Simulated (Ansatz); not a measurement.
How far each method lies from UCCSDT(Q) for GeSiCl, quartet

Geometry: displaced at random from a stationary point.

```xyz
3

Cl   -0.0250   -0.4423    2.3291
Si   -0.0258    0.9025    0.7466
Ge    0.0222   -0.1331   -1.4254
```

Basis cc-pVDZ; Ansatz 0.2.0. Only valence electrons are correlated (noble-gas cores and the filled d shells of p-block atoms frozen), which leaves 15 electrons in 39 orbitals. Prefix R: restricted or restricted open-shell reference; prefix U: unrestricted. Active spaces: valence = (13e, 11o, short of the full valence) chosen from the atoms' valence shells. No spin–orbit coupling is included, and no scalar relativity.

Full CI isn't at hand for all of this; UCCSDT(Q) serves as the reference, and is uncertain by about the last step of the cluster series. The frozen core follows each run's orbitals, which can shift R against U totals by a few meV for light atoms and by up to 0.1 eV past Ca.

The UHF ⟨S²⟩ is 3.772 and the T1 diagnostic (RCCSD) is 0.0233. The largest doubles amplitude (RCCSD) is 0.096 and the T1 diagnostic (UCCSD) is 0.0223.

Question: From what is known of these methods and the diagnostics, rank them by the size of their error in total energy against UCCSDT(Q) in cc-pVDZ, smallest first (an estimate: the text doesn't fix the numbers).
A. UCCSD(T)
B. UCCSDT
C. UMP2
D. UCCSD
E. UHF

Answer: B (26 meV), A (74 meV), D (363 meV), C (1368 meV), E (8389 meV).

All errors are against UCCSDT(Q) in cc-pVDZ. Within each family the higher level lies nearer, as is usual though not guaranteed.

Natural occupations of CASSCF (valence space) about the gap: 1.993 1.985 1.980 1.928 1.017 0.999 0.980 0.064 0.035 0.025; effectively unpaired electrons, Σ n²(2−n)², 3.04.
